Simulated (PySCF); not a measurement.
Vertical excitation energies

N2O.
Atom-mapped SMILES: `[N:1]#[N+:2][O-:3]`

Computed with PySCF, TDDFT CAM-B3LYP/def2-SVPD, vertical, gas phase, core orbitals frozen in the response. Geometry: PBE0-D3(BJ)/def2-SVP; no solvent, vibrations or thermal averaging.

Q: Predict the UV-vis stick spectrum at this level.

A: 

```json
{"state": "S1", "E (eV)": "6.59", "λ (nm)": "188.3", "f": "0.0000", "symmetry": "–", "main configurations (H = HOMO, L = LUMO)": "H-1/H→L/L+1 (≥93%)"}
{"state": "S2", "E (eV)": "6.98", "λ (nm)": "177.5", "f": "0.0000", "symmetry": "–", "main configurations (H = HOMO, L = LUMO)": "H-1/H→L/L+1 (≥94%)"}
{"state": "S3", "E (eV)": "6.98", "λ (nm)": "177.5", "f": "0.0000", "symmetry": "–", "main configurations (H = HOMO, L = LUMO)": "H-1/H→L/L+1 (≥94%)"}
{"state": "S4", "E (eV)": "9.02", "λ (nm)": "137.5", "f": "0.0001", "symmetry": "–", "main configurations (H = HOMO, L = LUMO)": "H-1/H→L+2 (≥97%)"}
{"state": "S5", "E (eV)": "9.02", "λ (nm)": "137.5", "f": "0.0001", "symmetry": "–", "main configurations (H = HOMO, L = LUMO)": "H-1/H→L+2 (≥97%)"}
{"state": "S6", "E (eV)": "10.46", "λ (nm)": "118.5", "f": "0.566", "symmetry": "Σ+", "main configurations (H = HOMO, L = LUMO)": "H-1/H→L/L+1 (≥54%), H-1/H→L+4 (≥20%)"}
{"state": "S7", "E (eV)": "11.25", "λ (nm)": "110.2", "f": "0.0000", "symmetry": "–", "main configurations (H = HOMO, L = LUMO)": "H-1/H→L+3 (≥42%), H-1/H→L+4 (≥42%)"}
{"state": "S8", "E (eV)": "11.25", "λ (nm)": "110.2", "f": "0.0000", "symmetry": "–", "main configurations (H = HOMO, L = LUMO)": "H-1/H→L+3 (≥42%), H-1/H→L+4 (≥42%)"}
{"state": "S9", "E (eV)": "11.27", "λ (nm)": "110.0", "f": "0.0000", "symmetry": "–", "main configurations (H = HOMO, L = LUMO)": "H-1/H→L+4 (49%), H-1/H→L+3 (49%)"}
```

Triplets (Tamm–Dancoff): T1 5.48 eV, H-1/H→L/L+1 (≥91%); T2 5.96 eV, H-1/H→L/L+1 (≥92%); T3 5.96 eV, H-1/H→L/L+1 (≥92%).

The lowest singlet lies at 6.59 eV (188 nm, vacuum ultraviolet) and is dark (f under 0.0005); its leading configuration is HOMO-1/HOMO→LUMO/LUMO+1 (≥93%). The most intense listed level is S6 at 10.46 eV (119 nm, f = 0.566), 3.87 eV above S1. S2/S3, S4/S5 and S7/S8 lie within about 0.01 eV of each other in each set; the point group C∞v has degenerate representations, and within a degenerate level the listed configurations can mix freely. Löwdin shares by element: HOMO (one of a set within 0.03 eV) nitrogen 52%, oxygen 48%; LUMO (one of a set within 0.03 eV) nitrogen 76%, oxygen 24%. Of the 9 states listed, 1 reaches f = 0.01 and 8 stay under 0.0005. The oscillator strengths of these states sum to 0.566; summed over the whole spectrum of an exact calculation they would give the number of electrons, 22 (Thomas–Reiche–Kuhn). The listed states span 4.69 eV, and the widest gap between neighbours is 2.03 eV (S3 to S4). All these states lie below the vertical ionisation energy of 13.04 eV (ΔSCF). Symmetry labels in C∞v follow from the direction of the transition dipole and are given only for states with f of 0.002 or more. Orbitals of the list HOMO-3 to LUMO+2 that lie within 0.01 eV of each other are written together with a slash and their weights summed (≥ marks a lower bound); for degenerate orbitals outside that list single weights are arbitrary. Only the lowest 10 singlets were computed, as vertical energies without vibronic structure. The highest level found (11.36 eV, f 0.035 so far) is left out, since the window may have cut off a degenerate partner.
